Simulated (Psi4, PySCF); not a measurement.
Relaxed torsion scan: SMILES O=CC=O, singlet. Scanned: dihedral O1–C2–C3–O4; all other coordinates were relaxed at GFN2-xTB. Points at φ and −φ are mirror images. Heavy atoms are numbered in the order of the SMILES O=CC=O, hydrogens after them in the order of the atoms that carry them; the mirror image has the same energies with the sign of each dihedral reversed.

- RKS-B3LYP/6-31G* = restricted B3LYP/6-31G*, spherical d // GFN2-xTB in PySCF
- RMP2/3-21G = restricted MP2 (frozen core)/3-21G // GFN2-xTB (PySCF)
- RKS-B3LYP/LANL2DZ = restricted B3LYP/LANL2DZ // GFN2-xTB (PySCF)
- MP2/cc-pVTZ = DF-MP2 (frozen core)/cc-pVTZ // GFN2-xTB (Psi4)

Energies relative to the lowest point of each profile, in kJ/mol; the last columns give the difference from MP2:

```tsv
φ / °	RKS-B3LYP/6-31G*	RMP2/3-21G	RKS-B3LYP/LANL2DZ	MP2/cc-pVTZ	RKS-B3LYP/6-31G* − MP2/cc-pVTZ	RMP2/3-21G − MP2/cc-pVTZ	RKS-B3LYP/LANL2DZ − MP2/cc-pVTZ
-160	2.5	4.4	2.9	2.2	0.3	2.2	0.7
-140	9.8	16.2	11.4	9.0	0.8	7.2	2.4
-120	21.6	31.2	23.9	20.2	1.3	11.0	3.6
-100	31.2	41.7	33.4	29.7	1.5	11.9	3.7
-80	32.3	42.2	34.3	30.7	1.6	11.5	3.6
-60	28.6	36.4	30.3	27.2	1.4	9.2	3.2
-40	23.3	27.8	25.0	22.5	0.7	5.2	2.5
-20	19.0	20.1	21.1	19.2	-0.2	1.0	1.9
0	17.4	17.1	19.7	18.1	-0.6	-1.0	1.6
20	19.0	20.1	21.1	19.2	-0.2	1.0	1.9
40	23.3	27.8	25.0	22.5	0.7	5.2	2.5
60	28.6	36.4	30.3	27.2	1.4	9.2	3.2
80	32.3	42.2	34.3	30.7	1.6	11.5	3.6
100	31.2	41.7	33.4	29.7	1.5	11.9	3.7
120	21.6	31.2	23.9	20.2	1.3	11.0	3.6
140	9.8	16.2	11.4	9.0	0.8	7.2	2.4
160	2.5	4.4	2.9	2.2	0.3	2.2	0.7
180	0.0	0.0	0.0	0.0	0.0	0.0	0.0
```

RKS-B3LYP/6-31G* is furthest from MP2/cc-pVTZ at -80 (1.6 kJ/mol, above); its mean absolute difference over the points is 0.9 kJ/mol.

RMP2/3-21G is furthest from MP2/cc-pVTZ at -100 (11.9 kJ/mol, above); its mean absolute difference over the points is 6.6 kJ/mol.

RKS-B3LYP/LANL2DZ is furthest from MP2/cc-pVTZ at -100 (3.7 kJ/mol, above); its mean absolute difference over the points is 2.5 kJ/mol.
